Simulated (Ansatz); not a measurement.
**Two-coordinate energy map**

BNH$_{3}$F (SMILES NBF), singlet, PBE0-D4/def2-TZVP minimum:

N1  (-0.426, 0.101, -0.582)
B2  (0.416, -0.152, 0.494)
F3  (0.447, 0.710, 1.516)
H4  (-0.488, -0.513, -1.373)
H5  (-1.022, 0.911, -0.632)
H6  (1.116, -1.121, 0.532)
(Å)

Rows set the bond length B2–F3 (Å; 1.338 at the minimum), columns the bond length B2–H6 (Å; 1.196), set in this order; the parts move rigidly, in a bend the first-named atom's side turns in the plane, and in a torsion the whole end group turns. CCSD(T) energies count from the value at that structure, in kJ/mol. Ansatz 0.2.0; basis: def2-TZVPP; cores frozen in the correlated methods.

```
B2–F3 \ B2–H6  1.077  1.112  1.163  1.223  1.289  1.360  1.436
        1.097  228.8      ?  207.4      ?  210.1  222.8  241.8
        1.179   96.8   85.7   76.9   75.4   82.0   95.9  116.3
        1.299   23.5   13.1    5.3    5.0   12.9      ?   50.1
        1.439   32.7   22.8   15.8   16.4   25.4      ?   64.9
        1.594   94.6   85.0   78.5   79.8   89.5  106.9  130.7
        1.762  181.6  172.3  166.1  167.8  178.0  195.8  220.2
        1.939  274.5  265.3  259.3  261.2  271.6  289.7  314.3
```

**Question.** Fill in the withheld cells. (Judge from chemistry; the value comes from the calculation.)

**Answer.** By the calculation: (1.097, 1.112): 217.1; (1.097, 1.223): 204.7; (1.299, 1.360): 28.2; (1.439, 1.360): 41.9 kJ/mol. These count from the CCSD(T) energy at the PBE0-D4 minimum.

The same grid for a cheaper method: PBE0-D4 − CCSD(T), both counted from the minimum, in kJ/mol:
| B2–F3 \ B2–H6 | 1.077 | 1.112 | 1.163 | 1.223 | 1.289 | 1.360 | 1.436 |
| --- | --- | --- | --- | --- | --- | --- | --- |
| 1.097 | -8.2 | -8.4 | -8.8 | -9.3 | -9.8 | -10.5 | -11.3 |
| 1.179 | -4.1 | -4.4 | -4.7 | -5.2 | -5.7 | -6.4 | -7.1 |
| 1.299 | -0.1 | -0.3 | -0.7 | -1.1 | -1.6 | -2.3 | -2.9 |
| 1.439 | 2.5 | 2.2 | 1.9 | 1.5 | 1.0 | 0.4 | -0.2 |
| 1.594 | 3.4 | 3.1 | 2.8 | 2.4 | 1.9 | 1.3 | 0.9 |
| 1.762 | 2.8 | 2.5 | 2.2 | 1.8 | 1.3 | 0.9 | 0.6 |
| 1.939 | 1.3 | 1.1 | 0.8 | 0.5 | 0.2 | -0.1 | -0.3 |

The T1 diagnostic stays at or below 0.019.

For scale, one of the runs: CCSD(T)/def2-TZVPP, 135 basis functions, launched by `ansatz run in.yaml --threads 2 --pin off --events-out ev --progress --plain --max-ram 4352MiB`. Time: 14 s of wall clock on 2 CPU threads; the host was shared. Peak host memory: 0.75 GiB.
